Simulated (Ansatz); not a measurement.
Geometry optimisation, Ansatz 0.2.0, UKS B3LYP-D4/def2-SVP.

The input (input.yaml):

```yaml
crystal:
  periodic: [false, false, false]
  atoms:
    - { symbol: B, position_ang: [0.069499, 0.215452, 0.35348] }
    - { symbol: H, position_ang: [-0.775318, 0.753465, 2.509104] }
    - { symbol: H, position_ang: [1.167984, -0.241333, 0.103183] }
    - { symbol: F, position_ang: [-1.043858, -0.436062, -0.115873] }
    - { symbol: "N", position_ang: [-0.070526, 0.146066, 2.039092] }
    - { symbol: H, position_ang: [-0.299147, -0.82072, 2.313016] }
    - { symbol: H, position_ang: [0.838765, 0.383132, 2.442999] }
magnetization:
  spin_polarized: true
  initial_magnetization: 1
basis:
  gaussian: { orbitals: def2-SVP }
hamiltonian:
  xc: b3lyp
  dispersion: d4
relax:
  f_tol: 0.03
  max_steps: 50
```

Run as:

```bash
$ ansatz run input.yaml --threads 1 --pin off --max-ram 2048MiB --backend cpu --events-out ev --progress --plain --runs-dir out
```

Q: Where does it end, and by what steps?

A: The run converged. After 4 steps the energy has fallen by 0.046 eV; H2 moved furthest, 0.14 Å.

```tsv
step	energy less start (eV)	largest force component (eV/Å)	accepted
0	0.0000	0.625	yes
1	-0.0297	0.376	yes
2	-0.0432	0.188	yes
3	-0.0455	0.078	yes
4	-0.0464	0.024	yes
```

```xyz
7
Properties=species:S:1:pos:R:3
B 0.079 0.213 0.405
H -0.802 0.714 2.375
H 1.155 -0.269 0.088
F -1.072 -0.351 -0.093
N -0.048 0.113 2.034
H -0.249 -0.846 2.368
H 0.824 0.426 2.468
```

Whether the end is a true minimum wasn't checked by a vibrational analysis.

Run time: 15 s on 1 thread of Arm Neoverse V1, with other jobs on the host, peak memory 0.14 GiB.
